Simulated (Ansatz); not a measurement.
Input file:

```yaml
crystal:
  periodic: [false, false, false]
  atoms:
    - {symbol: Si, position_ang: [0.000000, 0.000000, 0.256816]}
    - {symbol: B, position_ang: [0.000000, 0.000000, -2.748016]}
    - {symbol: H, position_ang: [0.000000, 0.000000, 2.491201]}
basis:
  gaussian: {orbitals: 6-31G}
magnetization: {spin_polarized: false}
correlation: {method: bccd_t, electrons: outside_noble_gas}
```

```sh
$ ansatz run in.yaml --threads 1 --pin off --events-out ev --progress --plain --max-ram 2393MiB
```

Problem. Roughly how long does this take on 1 thread of Arm Neoverse V1, shared host, and how much host memory?

Solution. 1.7 s wall and 0.21 GiB.

```
298 factors; integrals over basis functions are off by at most 1.8e-4 eV
mean field evaluation 1: about -8536.3469 eV, gradient 1.3e1 eV
mean field evaluation 2: about -8536.3476 eV, gradient 1.3e1 eV
mean field evaluation 4: about -8538.4004 eV, gradient 1.9e0 eV
mean field evaluation 8: about -8538.4755 eV, gradient 1.0e-1 eV
mean field evaluation 16: about -8538.4004 eV, gradient 1.9e0 eV
mean field evaluation 32: about -8538.4748 eV, gradient 3.3e-1 eV
mean field evaluation 64: about -8538.4755 eV, gradient 1.2e-4 eV
mean field evaluation 96: about -8536.3610 eV, gradient 1.9e0 eV
mean field evaluation 128: about -8524.6440 eV, gradient 7.9e0 eV
mean field evaluation 160: about -8530.2874 eV, gradient 1.0e0 eV
...
mean field -8538.47546667 eV, -313.7831858135 hartree, gradient 5.6e-6 eV, S^2 0.000000; 6 other end points of the search recorded, 0 dependent functions left out; unrestricted orbitals would lower it
...
determinant -8538.47546667 eV, -313.7831858135 hartree, with singles and doubles -8543.21764183 eV, -313.9574575365 hartree
determinant -8536.28757292 eV, -313.7027822013 hartree, with singles and doubles -8540.27954885 eV, -313.8494846107 hartree
unrestricted determinant -8540.69772114 eV, -313.8648521592 hartree, S^2 1.4911
6 core orbitals not correlated: weight in the atoms' cores, before any rotation towards them, 1.000 or more for the frozen orbitals, at most 0.000 for the correlated occupied ones
reference -8538.47546667 eV, -313.7831858135 hartree; 4, 4 occupied and 14, 14 virtual orbitals, 298 factors
second order -3.11383907 eV of doubles, -0.00000000 eV of singles
...
cycle  13  -4.78520718 eV  change   -4.3e-4 eV  update   2.5e-4
cycle  14  -4.78488702 eV  change    3.2e-4 eV  update   1.9e-4
cycle  15  -4.78502911 eV  change   -1.4e-4 eV  update   1.6e-4
cycle  16  -4.78498087 eV  change    4.8e-5 eV  update   1.3e-4
cycle  17  -4.78500230 eV  change   -2.1e-5 eV  update   9.1e-5
cycle  18  -4.78494634 eV  change    5.6e-5 eV  update   5.8e-5
cycle  19  -4.78491700 eV  change    2.9e-5 eV  update   2.9e-5
cycle  20  -4.78491792 eV  change   -9.2e-7 eV  update   1.1e-5
cycle  21  -4.78491660 eV  change    1.3e-6 eV  update   5.1e-6
cycle  22  -4.78491163 eV  change    5.0e-6 eV  update   2.9e-6
perturbative correction -0.25323019 eV, -0.0093060378 hartree
WARN: these amplitudes may be one of several solutions (largest doubles amplitude 0.56, level shift 2.32 eV)
Total energy: -8543.51360849 eV, -313.9683341103 hartree
```

The singles that turn the determinant into the Brueckner one have T1 = 0.060.

For the same geometry and basis full CI lies 70.4 meV lower. By full CI's occupations no single determinant describes the state well. The program flagged this run's energy as in doubt. The determinant fills πx and πy unequally, so it is a mixture of Σ and Δ. RHF is unstable: UHF (⟨S²⟩ = 1.49) lies 2.22 eV below the lowest RHF solution. Higher spins weren't run at this geometry and may lie near or lower.
